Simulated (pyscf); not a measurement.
PySCF, gas phase, ωB97X-D3(BJ)/def2-SVP geometries.

Question: Estimate the classical barrier height and the reaction energy of O=PH (SMILES O=P) + SiH₄ (SMILES [SiH4]) → O=P–SiH₃ (SMILES O=P[SiH3]) + H₂ (SMILES [H][H]) at ωB97M-D3(BJ)/def2-TZVP. The step runs on the singlet surface, breaks H–P, H–Si and forms P–Si, H–H; take the separated reactants as zero.

Answer: ΔE‡ = 22.3 kcal/mol, ΔE = +7.0 kcal/mol. Zero-point energy shifts the barrier by +0.4 kcal/mol. It is a concerted two-bond exchange, with an imaginary mode of 1185i cm⁻¹. This saddle turned up in a search for another step; its sides and bond changes are read from the two ends of the descent. The same reactants have a lower exit, to H₃Si–O–PH₂ (barrier +8.1 kcal/mol at ωB97M-D3(BJ)/def2-TZVP, against +22.3 kcal/mol here). O=P–SiH₃ lies 27.2 kcal/mol over its isomer HO–SiH=PH (electronic energy, ωB97M-D3(BJ)/def2-TZVP). One saddle was located; it need not be the lowest between these sides.
